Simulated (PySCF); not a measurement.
Compound: C2H3Cl3.
SMILES: `CC(Cl)(Cl)Cl`

Computed, not measured: PBE0/pcSseg-1 in PySCF (dipole) on a GFN2-xTB geometry, gas phase.

Take the most abundant isotopes and a rigid rotor. 

Q: What are A, B and C (MHz)?

A: Ia = 213.04, Ib = 213.08, Ic = 294.40 u·Å²; 505379 MHz·u·Å²/I gives A = 2372, B = 2372, C = 1717 MHz.

Q: What kind of rotor is it?

A: An oblate symmetric top, as the point group C3v requires two equal moments; Ray's κ = 0.999.

Q: Is it planar, by Δ = Ic − Ia − Ib?

A: Not planar: Δ = Ic − Ia − Ib = -131.72 u·Å². For a rigid frame Δ = −2 Σ m c², so Σ m c² = 65.86 u·Å² lies off the ab plane: 14.56 from hydrogen and 51.31 from heavier atoms. The atom farthest from that plane is 2.20 Å away.

Q: Give the other two planar moments, Paa and Pbb, and the rms extents of the mass along the axes.

A: Paa = Σ m a² = (Ib + Ic − Ia)/2 = 147.22 and Pbb = Σ m b² = (Ia + Ic − Ib)/2 = 147.18 u·Å². With the mass M = 131.93 u, the rms extents √(P/M) along a, b and c are 1.06, 1.06, 0.71 Å.

Q: Where do the R-branch lines fall?

A: The dipole of 1.99 D lies along the symmetry axis, so ΔK = 0 and J+1 ← J falls at 2B(J+1) for every K: 4.74 GHz, 9.49 GHz, 14.23 GHz, 18.98 GHz, 23.72 GHz for J = 0 to 4.

Q: Estimate the classical rotational partition function at 25 K, 200 K and 298.15 K.

A: Point group C3v, symmetry number σ = 3; q = (√π/σ)·√((kT/h)³/(ABC)), k/h = 20836.6 MHz/K: 2260 at 25 K, 51100 at 200 K, 93100 at 298.15 K.

No frequency check. No vibrational averaging or centrifugal distortion is included, and the geometry carries the error of its method.
